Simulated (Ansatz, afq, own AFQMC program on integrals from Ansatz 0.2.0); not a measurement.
Breaking Zn2–C1 in ZnCH4, singlet

```xyz
6

C    -0.1626   -0.4112   -0.5617
Zn    0.3066    0.6956    0.9676
H     0.6335   -1.1373   -0.7961
H    -1.0862   -0.9848   -0.3777
H    -0.3288    0.1966   -1.4666
H     0.6794    1.5771    2.1883
```

Products: ZnH (doublet) and CH$_{3}$ (doublet), each relaxed with PBE0/def2-SVP like the molecule; electronic energies without zero-point terms. Determinants: RHF, UHF and UHF in that order.

Basis def2-TZVP. Only valence electrons are correlated. AFQMC by an in-house program on the Cholesky factors that Ansatz 0.2.0 writes for its CCSD(T) run. The CISD trial takes its coefficients from CCSD amplitudes. Released means that phaseless walkers are propagated on without the constraint, phases kept. ± is one standard error of the sampling. The metal's outer-core s and p shells are frozen, which shifts wave-function levels against functionals. The errors of all members are added in quadrature.

No full CI on the walks' own integrals is used here. The released AFQMC energy serves as the reference, which it does only where one determinant dominates, the energy is flat over the last release times and near the phaseless one (40 meV or 2 meV an electron, half that with transition metals). On small molecules, where full CI could be run and the noise was under 10 meV, such values lay within 10 meV of it in 19 cases of 20, a flattering rate, since the rule was set on those same cases; what remains of the bias isn't in the error bar. Each member takes its own surest rung, up to full CI.

The best estimate is CCSD(T) at the basis-set limit (CBS: def2-TZVPP and def2-QZVPP, with their diffuse functions for anions and beside diffuse sets, CCSD(T) itself extrapolated) plus the step from CCSD(T) to AFQMC with the constraint released in def2-TZVP. Rows without CBS are in def2-TZVP; B2PLYP and the wave-function rows carry a basis error of their own. Core correlation and relativity beyond core potentials are missing, and ± holds the sampling alone.

Cautions: no relativity below Rb; outer-core shells of the metal frozen; ZnCH₄ (singlet): the released value is read at 1.50 1/Eh with a noise of 13 meV, more than in the cases checked (meV from the phaseless value at times in 1/Eh: -1 ± 6 at 0.24, -13 ± 8 at 0.51, 5 ± 8 at 0.99, -17 ± 13 at 1.50), released reference can be 30 meV off for metals.

Best estimate: 76.6 ± 0.3 kcal/mol.

| level | bond energy (kcal/mol) | error against the best estimate (kcal/mol) |
| --- | --- | --- |
| HF | 43.3 | -33.3 ± 0.3 |
| MP2 | 78.3 | 1.7 ± 0.3 |
| CCSD | 71.2 | -5.4 ± 0.3 |
| CCSD(T) | 73.7 | -2.9 ± 0.3 |
| ph-AFQMC/CISD | 73.7 ± 0.2 | -2.9 ± 0.4 |
| released AFQMC | 74.2 ± 0.3 | -2.4 |
| HF/CBS | 43.7 | -32.9 ± 0.3 |
| MP2/CBS | 82.3 | 5.7 ± 0.3 |
| CCSD(T)/CBS | 76.3 | -0.3 ± 0.3 |
| PBE | 74.2 | -2.4 ± 0.3 |
| r2SCAN | 70.6 | -6.0 ± 0.3 |
| PBE0 | 72.4 | -4.2 ± 0.3 |
| B3LYP | 69.3 | -7.3 ± 0.3 |
| wB97M-V | 76.7 | 0.1 ± 0.3 |
| B2PLYP | 72.6 | -4.0 ± 0.3 |

Correlation beyond CCSD(T) changes it by less than twice the noise. Going to the basis-set limit adds 2.6 kcal/mol at CCSD(T). The perturbative (T) step is worth +2.5 kcal/mol.

Best estimates are given only where the step beyond CCSD(T) is under 0.3 eV and no member's determinant is very poor (T1 over 0.05, or 0.07 for open shells, ⟨S²⟩ too high by 0.3, two states mixed), so the hardest cases are missing from such tables.

The functionals ran in a triple-zeta set and keep a basis error of their own, a few kJ/mol for each bond in atomization energies and more for double hybrids, so close places among them and the extrapolated levels can swap.

Each member of a difference takes its own highest rung, so a best estimate needn't equal the limit plus the step of one row. A walk keeps the symmetry of its determinant, which the program's search chose and which needn't be the lowest solution, so a lower state of the same spin and another symmetry isn't excluded. Released energies are given only where the last usable release times agree within the noise; a slower fall can still hide under it.
